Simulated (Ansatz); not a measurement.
`CC1=C(Cl)C1`, charge 0, multiplicity 1.

Give a relaxed structure at PBE0-D4/def2-TZVP (Ansatz 0.2.0). (Best estimate.)

Ansatz gave: 
```xyz
10

C     1.115   -0.403    0.937
C    -0.010   -0.126    0.041
C    -1.082   -0.442   -0.597
Cl   -2.245   -1.595   -0.985
C    -0.652    0.955   -0.817
H     1.096    0.272    1.797
H     2.066   -0.238    0.422
H     1.088   -1.432    1.298
H    -1.192    1.772   -0.333
H    -0.184    1.237   -1.763
```
Point group Cs.
This is one stationary point; other conformers may exist.
